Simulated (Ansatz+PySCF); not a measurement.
Two shapes of singlet CH4.

Shape 1:

```xyz
5

C     0.0000    0.0000    0.0000
H     1.2680    1.2680    1.2680
H     0.6340   -0.6340   -0.6340
H    -0.6340    0.6340   -0.6340
H    -0.6340   -0.6340    0.6340
```

Shape 2:

```xyz
5

C     0.0000    0.0000    0.0000
H     1.9020    1.9020    1.9020
H     0.6340   -0.6340   -0.6340
H    -0.6340    0.6340   -0.6340
H    -0.6340   -0.6340    0.6340
```

Basis set: cc-pVDZ (spherical functions). Correlated methods keep 1 orbital frozen. Charge 0, multiplicity 1.

Computed with Ansatz (development build ahead of 0.2.0); each method stands on the lowest determinant of its kind that the runs found.

(1) Which shape is lower in energy, and by how much in each method?

## Answers

(1)

```csv
method,E(2) − E(1) (eV)
RHF-MP2,1.984
PBE (restricted),2.013
PBE (unrestricted),0.926
PBE0 (unrestricted),0.696
r²SCAN (unrestricted),0.783
```

Shape 1 is lower. Caution for RHF-MP2: large amplitudes, a single reference is doubtful. Caution for RHF-MP2, PBE (restricted): an unrestricted determinant lies well below. Caution for PBE (restricted), PBE (unrestricted), PBE0 (unrestricted), r²SCAN (unrestricted): charge can spread falsely over distant fragments. Caution for PBE (unrestricted), PBE0 (unrestricted), r²SCAN (unrestricted): the unrestricted determinant is spin contaminated. Caution for PBE0 (unrestricted): the unrestricted determinant is a mixture of spin states.
